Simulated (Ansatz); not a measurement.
# C2H2O2: the cost of one run

Method: cc-pVTZ, core rule «outside noble gas», up to 4 orbitals frozen; program: Ansatz 0.2.0, Gaussian basis.

The runs, in order: UHF; CCSD(T) on RHF; CCSD(T) on UHF; BCCD(T) on RHF; CASSCF and NEVPT2, 8 electrons in 8 orbitals.

19 further runs of the same task are left out: 2 that didn't finish, 17 set aside as unsound or not needed.

## Step 1: What is computed

The geometry is an MP2(full)/6-31G* stationary point (not a proven minimum).

6 atoms, charge 0, spin multiplicity 1.

Atoms are counted from 1 here; the program's logs count them from 0.

Bond lengths: C1–C2 1.513 Å, C1–O3 1.223 Å, C1–H4 1.106 Å, C2–O5 1.223 Å, C2–H6 1.106 Å. Angles: C2–C1–O3 121.2°, C2–C1–H4 115.3°, O3–C1–H4 123.5°, C1–C2–O5 121.2°, C1–C2–H6 115.3°, O5–C2–H6 123.5°.

## Step 2: UHF

Contents of in.yaml:

```yaml
crystal:
  periodic: [false, false, false]
  atoms:
    - {symbol: C, position_ang: [0.000000, 0.756430, 0.000000]}
    - {symbol: C, position_ang: [0.000000, -0.756430, 0.000000]}
    - {symbol: O, position_ang: [1.046090, 1.389916, 0.000000]}
    - {symbol: H, position_ang: [-0.999940, 1.228191, 0.000000]}
    - {symbol: O, position_ang: [-1.046090, -1.389916, 0.000000]}
    - {symbol: H, position_ang: [0.999940, -1.228191, 0.000000]}
basis:
  gaussian: {orbitals: cc-pVTZ}
magnetization: {spin_polarized: true, initial_magnetization: 0}
hamiltonian: {xc: hf}
output: {orbitals: {seedname: orbitals}}
```

On the command line:

```sh
ansatz run in.yaml --threads 1 --pin off --events-out ev --progress --plain --max-ram 4096MiB --backend cpu
```

What time and memory should one allow on 1 thread of AMD EPYC 7R13, shared host?

About 9.5 s, with a peak of 0.37 GiB.
